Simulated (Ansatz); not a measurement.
This geometry of CH5B + ClH (9 atoms, charge 0, multiplicity 1) is a first-order saddle point.

Theory: RKS PBE/def2-SVP in Ansatz.

```xyz
9
Properties=species:S:1:pos:R:3
B -0.042 -0.293 0.270
C -0.013 0.069 1.918
H -0.942 -0.065 2.508
H 0.867 -0.235 2.519
H 0.092 1.163 1.740
H 1.040 -0.131 -0.251
H -1.077 0.057 -0.254
Cl -0.231 -2.441 0.361
H -0.128 -1.311 1.349
```

Task: Which two structures does it join? (They come from a converged band through this point; their orientation in space is the band's.)

Result: Bonds broken: B1–C2, Cl8–H9. Bonds formed: B1–Cl8, C2–H9. CH5B + ClH becomes BClH2 + CH4.

First end point:

```xyz
9
Properties=species:S:1:pos:R:3
B 0.010 -0.012 0.345
C 0.106 0.361 1.871
H -0.779 0.100 2.488
H 1.030 0.019 2.380
H 0.152 1.478 1.871
H 1.018 -0.011 -0.344
H -1.064 0.028 -0.236
Cl 0.015 -2.536 0.443
H -0.923 -2.615 1.342
```

Last end point:

```xyz
9
Properties=species:S:1:pos:R:3
B -0.060 -0.690 -0.814
C -0.031 0.035 2.677
H -0.954 0.284 3.234
H 0.841 0.103 3.355
H 0.098 0.752 1.843
H 1.044 -0.194 -0.870
H -1.090 -0.053 -0.859
Cl -0.175 -2.430 -0.685
H -0.107 -0.994 2.278
```

Task: How far does it lie above each of them?

Result: 33.5 kJ/mol above the first and 124.9 kJ/mol above the second. This is the barrier of this one path; another mechanism may lie lower. The orbitals stay closed-shell, which can raise the energy where a bond breaks towards radicals; this wasn't checked here.

Run time: 5.1 min on 1 thread of Arm Neoverse V2 (shared host), peak memory 0.14 GiB.
